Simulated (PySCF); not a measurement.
Bonds broken one at a time in the series In F-H. All species are isolated molecules in the gas phase. Strings in code marks are SMILES.

Calculation: B3LYP-D3(BJ)/def2-TZVP run with PySCF 2.14.0. B3LYP has the VWN-RPA correlation part, as in Gaussian. 

```tsv
species	dipole moment (D)
whole molecule (`[F][In]([F])[F]`)	(withheld)
radical fragment (`[F]`)	0.00
radical fragment (`[F][In][F]`)	3.24
whole molecule (`[F][InH][F]`)	3.60
radical fragment (`[F][InH]`)	(withheld)
whole molecule (`[InH2][F]`)	3.16
radical fragment (`[InH2]`)	0.55
whole molecule (`[InH3]`)	0.00
```

**Question.** Fill in the missing entries.

**Answer.** 
- whole molecule (`[F][In]([F])[F]`), dipole moment (D): 0.00
- radical fragment (`[F][InH]`), dipole moment (D): 3.09
